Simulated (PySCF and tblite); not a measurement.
Results of a calculation; reference values are marked as such.
# Rotation: stationary points, barriers and rates

System: C₃H₅Cl₂F, numbered as in [CH3:1][C@H:2]([F:3])[CH:4]([Cl:5])[Cl:6].

Motion: rotation about the C2–C4 bond (torsion C1–C2–C4–Cl5 from -68° to -183°, falling). Level: BHandHLYP/pcSseg-1 + D3(BJ) on B3LYP-D3(BJ)/def2-SVP stationary points, with GFN2-xTB thermal terms. Rate constants are transition-state-theory values, counting equivalent paths, without tunnelling. Programs: tblite and PySCF.

| point | symmetry | E(GFN2) kcal/mol | E(DFT) kcal/mol | ZPE change kcal/mol | lowest mode cm⁻¹ | dipole D |
| --- | --- | --- | --- | --- | --- | --- |
| start | C1 | 0.0 | 0.0 | 0.00 | 66 | 1.62 |
| saddle | C1 | 2.0 | 5.3 | 0.08 | 52i | 1.35 |
| end | C1 | 0.2 | 0.7 | -0.02 | 57 | 2.15 |

```json
{"Electronic barrier": "5.3 kcal/mol", "Barrier with zero-point energy": "5.4 kcal/mol", "ΔH‡ (298 K)": "4.8 kcal/mol", "ΔS‡ (298 K, symmetry apart)": "-4.4 cal/(mol K)", "Paths": "1 equivalent path", "End point": "a different minimum", "Mean lifetime of the start against this motion at 298 K": "4.7 ns", "Cost": "2.3 min on 1 thread of Arm Neoverse V2 (shared host) (rough), peak memory 0.73 GiB, launched as `OMP_NUM_THREADS=1 python ens_run.py task.json out`"}
```

```tsv
T/K	ΔG‡ kcal/mol	k s⁻¹	ΔG kcal/mol	k back s⁻¹
150	5.6	1.9×10⁴	0.7	2×10⁵
200	5.8	2×10⁶	0.7	1.2×10⁷
250	5.9	3.4×10⁷	0.7	1.4×10⁸
298	6.1	2.1×10⁸	0.7	6.9×10⁸
350	6.3	8.7×10⁸	0.7	2.4×10⁹
400	6.5	2.4×10⁹	0.7	5.8×10⁹
500	6.8	1×10¹⁰	0.7	2.1×10¹⁰
```

ΔG and ΔG‡ leave out symmetry numbers and mirror images; rates count paths: 1 out, 1 back.
